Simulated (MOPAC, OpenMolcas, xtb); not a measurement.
**How methods differ on NF3 (SMILES FN(F)F)**

NF3, singlet, SMILES `FN(F)F`. Each level relaxes the structure for itself.

Quantity: the highest harmonic wavenumber at each level's own minimum, in cm⁻¹. The values are calculated.

```json
{"level": "GFN1-xTB", "kind": "semi-empirical", "program": "xtb", "value (cm⁻¹)": "1055"}
{"level": "PM6-D3", "kind": "semi-empirical", "program": "MOPAC", "value (cm⁻¹)": "1213"}
{"level": "PM6-D3H4", "kind": "semi-empirical", "program": "MOPAC", "value (cm⁻¹)": "1213"}
{"level": "PM6-DH+", "kind": "semi-empirical", "program": "MOPAC", "value (cm⁻¹)": "1213"}
{"level": "HF/3-21G", "kind": "Hartree–Fock", "program": "OpenMolcas", "value (cm⁻¹)": "1135"}
{"level": "HF/pcseg-0", "kind": "Hartree–Fock", "program": "OpenMolcas", "value (cm⁻¹)": "1041"}
{"level": "HF/pcseg-1", "kind": "Hartree–Fock", "program": "OpenMolcas", "value (cm⁻¹)": "1212"}
{"level": "HF/6-31G* (Cartesian functions)", "kind": "Hartree–Fock", "program": "OpenMolcas", "value (cm⁻¹)": "1237"}
{"level": "HF/aug-pcseg-1", "kind": "Hartree–Fock", "program": "OpenMolcas", "value (cm⁻¹)": "1230"}
{"level": "HF/cc-pVTZ", "kind": "Hartree–Fock", "program": "OpenMolcas", "value (cm⁻¹)": "1243"}
```

Harmonic and unscaled. The values span 1041 to 1243 cm⁻¹. Without the sets that lack polarisation functions the rows with a basis span only 1212 to 1243 cm⁻¹.
